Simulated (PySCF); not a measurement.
Input of a run (PBE0-D3(BJ)/def2-SVP geometry optimisation, gas phase (PySCF 2.14.0)), started from GFN2-xTB:
```
{"job": {"xc": "PBE0", "basis": "def2-SVP", "d3": "d3bj", "grid": 1, "shake": 0.01, "kind": "geom"}, "charge": 0, "multiplicity": 1}
C      0.228980     1.386480     1.428410
P      0.086220     0.226940     0.200570
C      1.320610    -0.363640    -1.088350
C     -1.280560     0.655360    -0.884350
C     -0.369890    -1.362650     0.965130
H      0.978770     1.157010     2.142450
H      0.402080     2.395450     0.998750
H      0.961060    -1.135290    -1.731930
H      2.217690    -0.731580    -0.536470
H      1.639130     0.490480    -1.675680
H     -1.074330     1.539820    -1.448250
H     -2.161850     0.874020    -0.236720
H     -1.574470    -0.154760    -1.569650
H     -0.627260    -2.102670     0.231870
H      0.458390    -1.719220     1.585740
H     -1.223620    -1.158140     1.629210
```

Output (energies in Eh, forces in Eh/bohr):
```
step   0  E = -499.80901525  max force = 0.034899
step   1  E = -499.81539939  max force = 0.007192
step   2  E = -499.81613948  max force = 0.003132
step   3  E = -499.81638130  max force = 0.002796
step   4  E = -499.81648282  max force = 0.001760
step   5  E = -499.81654294  max force = 0.001059
step   6  E = -499.81656969  max force = 0.000430
step   7  E = -499.81657859  max force = 0.000407
optimisation converged
```

Question: Summarise the run.

Answer: The energy falls by 0.206 eV over 8 energy and gradient evaluations, the largest force component goes from 0.0349 to 4.1e-04 Eh/bohr, and the atoms move by 0.069 Å rms after alignment. The bond that changes most is C3–H8 (sp3 carbon bound to phosphorus to methyl hydrogen), which lengthens by 0.035 Å. Bonds longer at the end by more than 0.005 Å: 7 of 15; shorter: 5. Among the angles that change most is C1–P2–C3, from 131.0° to 123.0°. Among the dihedrals that turn most is H6–C1–P2–C5, from 61° to 46°. The energy never rose by more than 1e-6 Eh on the way. The first step brought 84 % of the lowering.

Question: What are the final bond lengths?

Answer: C1=P2 1.673 Å, P2–C3 1.856 Å, P2–C4 1.820 Å, P2–C5 1.820 Å, C1–H6 1.094 Å, C1–H7 1.093 Å, C3–H8 1.102 Å, C3–H9 1.100 Å, C3–H10 1.100 Å, C4–H11 1.101 Å, C4–H12 1.098 Å, C4–H13 1.099 Å, C5–H14 1.100 Å, C5–H15 1.100 Å, C5–H16 1.098 Å. Numbering counts from 1 in the input's order; the species is `C=P(C)(C)C`.

The run used 129 basis functions and 52 SCF cycles in all.

Stationary, but not proved a minimum.
